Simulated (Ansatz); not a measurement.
# CH₃OSi+ (SMILES [OH2+]C#[SiH]): one structure at several levels

The task here is to estimate one member of a computed series from the others.

Program: Ansatz 0.2.0, Gaussian basis. Level of theory: single points in def2-TZVPP. These are calculated values, not measurements.

Correlated methods freeze the cores.

### The system as given

SMILES `[OH2+]C#[SiH]`, 6 atoms, charge 1, spin multiplicity 1.

Atoms are counted from 1 here; the program's logs count them from 0.

Bond lengths: O1–C2 1.484 Å, O1–H4 1.053 Å, O1–H5 0.972 Å, C2–Si3 1.759 Å, Si3–H6 1.422 Å. Angles: C2–O1–H4 96.7°, C2–O1–H5 105.3°, H4–O1–H5 107.9°, O1–C2–Si3 125.4°, C2–Si3–H6 171.3°.

Geometry (Å):

```xyz
6
charge 1, multiplicity 1
O    -0.5720    0.1643   -1.0758
C     0.0713   -0.5797    0.0353
Si    0.6185    0.1249    1.5513
H     0.1429   -0.0728   -1.8113
H    -1.3843   -0.3296   -1.2778
H     1.0786    0.4919    2.8457
```

Set-up of the first run:

Input file run/in.yaml:

```yaml
crystal:
  periodic: [false, false, false]
  atoms:
    - {symbol: O, position_ang: [-0.572000, 0.164300, -1.075800]}
    - {symbol: C, position_ang: [0.071300, -0.579700, 0.035300]}
    - {symbol: Si, position_ang: [0.618500, 0.124900, 1.551300]}
    - {symbol: H, position_ang: [0.142900, -0.072800, -1.811300]}
    - {symbol: H, position_ang: [-1.384300, -0.329600, -1.277800]}
    - {symbol: H, position_ang: [1.078600, 0.491900, 2.845700]}
basis:
  gaussian: {orbitals: def2-TZVPP}
total_charge: 1
correlation: {method: ccsd_t}
output: {forces: true}
```

No record of the launch command was kept for these runs.

Among the steps run: CCSD(T)/def2-TZVPP; PBE0-D4/def2-TZVPP; wB97M-V/def2-TZVPP; r2SCAN-D4/def2-TZVPP; PBE-D4/def2-TZVPP; BHLYP-D4/def2-TZVPP; SPW92/def2-TZVPP.

One table of the session follows, with a row left open; its other results are not shown here.

```
   method  RMS force component (eV/Å)  angle to CCSD(T) forces (°)
  CCSD(T)                       1.637                    reference
  PBE0-D4                       1.797                          6.3
  wB97M-V                       1.850                          8.3
r2SCAN-D4                           ?                            ?
   PBE-D4                       1.651                          8.2
 BHLYP-D4                       1.911                          8.5
    SPW92                       1.752                         13.9
```

**Question.** Estimate the row for r2SCAN-D4.

**Answer.** RMS force component (eV/Å): 1.729; angle to CCSD(T) forces (°): 4.4. In the column «RMS force component (eV/Å)» it lies between PBE-D4 (1.651) and SPW92 (1.752).
